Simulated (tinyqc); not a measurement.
Worked calculation: UHF in the sto-6g basis, for BH2, spin multiplicity 2. One step of it, computed by the program tinyqc.

Question. Iteration 2: DIIS coefficients. Solve [B -1; -1 0][c; lambda] = [0; -1] for the coefficients, which sum to one.

B (overlaps of the stored error matrices):
$$\begin{pmatrix}
3.0159556e-01 & 3.7194129e-02 \\
3.7194129e-02 & 7.9175866e-03
\end{pmatrix}$$

Give: DIIS coefficients.

Answer.

DIIS coefficients: [-0.1245, 1.1245]
